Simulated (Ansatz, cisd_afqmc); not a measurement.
Species: HCl, charge 0, singlet. HCl (chlorane, SMILES Cl).
NHTBH set geometry:
```
Cl
H 1 1.2744
```

Total energies in aug-cc-pV(Q+d)Z, 8 correlated electrons, 5 frozen orbitals. Open shells are spin-unrestricted; no spin-orbit coupling. Cores are frozen in correlated methods. No relativity. The Monte Carlo rows (phaseless AFQMC, CISD trial, step 0.005/hartree) carry one-sigma bars that omit the constraint's bias. Outlying blocks are dropped, and bars are widened where a walk drifts. Over all cases where full CI ran beside it in this data, AFQMC minus full CI had a median of +0.1 mEh and passed +0.4 mEh in a tenth of the cases.

```tsv
method	program	energy (Eh)	minus CCSDT(Q) (mEh)
HF	Ansatz	-460.11202	254.75
MP2	Ansatz	-460.33730	29.48
CCSD	Ansatz	-460.35591	10.87
CCSD(T)	Ansatz	-460.36583	0.95
CCSDT(Q)	Ansatz	-460.36677	0.00
AFQMC/CISD	cisd_afqmc	-460.3667 ± 0.0001	0.1 ± 0.1
```

Rough core times of Ansatz's runs on a shared machine: CCSD(T) under 20 s, CCSDT(Q) 4 min.

Ansatz is a quantum-chemistry and plane-wave program.
